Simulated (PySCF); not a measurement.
## Molecular orbitals of MgO⁺

PBE0 at R = 1.826 Å; Mg pcseg-2, O pcseg-2; no relativity (PySCF 2.14). State: ²Π (doublet), unpaired electrons π ↑. Only the outer orbitals are listed, counted within each symmetry.

| spin | orbital | occ. | ε (eV) | on Mg (%) | main shells (%) |
| --- | --- | --- | --- | --- | --- |
| α | 5σ | 1 | -31.47 | 4 | 95 O s |
| α | 2π | 1 | -16.36 | 3 | 97 O p |
| α | 6σ | 1 | -15.32 | 18 | 80 O p, 14 Mg s |
| α | 2π | 1 | -14.35 | 5 | 95 O p |
| α | 7σ | 0 | -9.71 | 94 | 76 Mg s, 18 Mg p |
| α | 3π | 0 | -5.91 | 101 | 100 Mg p |
| α | 3π | 0 | -5.76 | 100 | 99 Mg p |
| β | 5σ | 1 | -29.06 | 6 | 93 O s |
| β | 6σ | 1 | -14.38 | 24 | 73 O p, 21 Mg s |
| β | 2π | 1 | -13.59 | 6 | 94 O p |
| β | 7σ | 0 | -9.74 | 89 | 67 Mg s, 21 Mg p, 11 O p |
| β | 2π | 0 | -9.09 | 18 | 82 O p, 16 Mg p |
| β | 3π | 0 | -5.87 | 99 | 98 Mg p |

Question: Which are the highest filled and the lowest empty level, where do they sit, and how wide is the gap?

Answer: Highest filled β 2π at -13.59 eV (in %: 94 O p); lowest empty β 7σ at -9.74 eV (in %: 67 Mg s, 21 Mg p, 11 O p); the gap at PBE0 is 3.85 eV.

```
bond order (Mayer)                                                                                                : 1.04
⟨S²⟩                                                                                                              : 0.763
charge on Mg (Mulliken, basis-dependent)                                                                          : 1.35
charge on Mg (Löwdin, basis-dependent)                                                                            : 1.33
dipole moment (positive dipole points towards O; it is taken about the centre of mass and depends on that origin) : -8.37 D
polarisability along the bond                                                                                     : 29.9 bohr³
polarisability across the bond                                                                                    : 12.0 bohr³
```

Shares are Mulliken populations and can fall outside 0 to 100 %.

The state was picked by a PBE0 search and need not be the measured ground state.
